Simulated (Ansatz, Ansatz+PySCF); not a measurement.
```yaml
atoms:
  - { symbol: C, position_ang: [0.0000, -0.2774, -1.3727] }
  - { symbol: C, position_ang: [0.0000, 0.6258, 0.0000] }
  - { symbol: C, position_ang: [0.0000, -0.2774, 1.3727] }
  - { symbol: H, position_ang: [0.0000, 0.4028, -2.3480] }
  - { symbol: H, position_ang: [0.9586, -0.9815, -1.4265] }
  - { symbol: H, position_ang: [-0.9586, -0.9815, -1.4265] }
  - { symbol: H, position_ang: [-0.9495, 1.3469, 0.0000] }
  - { symbol: H, position_ang: [0.9495, 1.3469, 0.0000] }
  - { symbol: H, position_ang: [0.0000, 0.4028, 2.3480] }
  - { symbol: H, position_ang: [-0.9586, -0.9815, 1.4265] }
  - { symbol: H, position_ang: [0.9586, -0.9815, 1.4265] }
```

RHF-MP2 on singlet C3H8 was run in several spherical basis sets with Ansatz (development build ahead of 0.2.0). Frozen core: 3 orbitals. Caution for RHF-MP2: no unrestricted run beside it, a lower state can exist.

Rank the basis sets by the total energy that they give, lowest first, with the distance from the lowest.
A. 6-31G(d)
B. def2-SVP
C. def2-TZVP
D. cc-pVDZ

C (0.00 eV), D (2.75 eV), A (4.66 eV), B (5.34 eV).

Totals follow the description of the cores as much as that of the bonds, so this order isn't one of quality for chemistry.
